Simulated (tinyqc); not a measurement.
A ladder of methods, and size consistency: correlation methods against full CI in the sto-3g basis, for BH3, spin multiplicity 1. Computed by the program tinyqc with PySCF. All electrons correlated; +Q is the Davidson correction (1 - c0^2) E_corr. The last columns treat two copies 100 angstrom apart as one system. FCI is the lowest singlet.

Geometry (angstrom):
```
atom,x,y,z
B,0.0000,0.0000,0.0150
H,1.2510,0.0000,0.0000
H,-0.6250,1.0830,0.0000
H,-0.6250,-1.0830,0.0000
```

RHF energy of one = -26.056285 hartree

Correlation energies (hartree):
```
method,E_corr of one,share of FCI (%),E_corr of two at 100 angstrom,two minus twice one (mhartree)
MP2,-0.040065,67.6882,-0.080130,0.0000
CISD,-0.057426,97.0192,-0.111055,3.7978
CISD+Q,-0.059457,100.4503,-0.118165,0.7499
CCSD,-0.058724,99.2109,-0.117447,0.0000
CCSD(T),-0.059013,99.6999,-0.118026,0.0000
FCI,-0.059191,100.0000,-,-
```

What does the comparison show, and why?

MP2 recovers 68 %, CISD 97.0 % and CCSD 99.2 % of the FCI value (c0^2 = 0.965 in CISD). MP2 and coupled cluster are size consistent, so their last column vanishes; CISD loses 3.80 mhartree, since a double excitation on each copy is a quadruple of the pair, and the Davidson correction leaves +0.75.
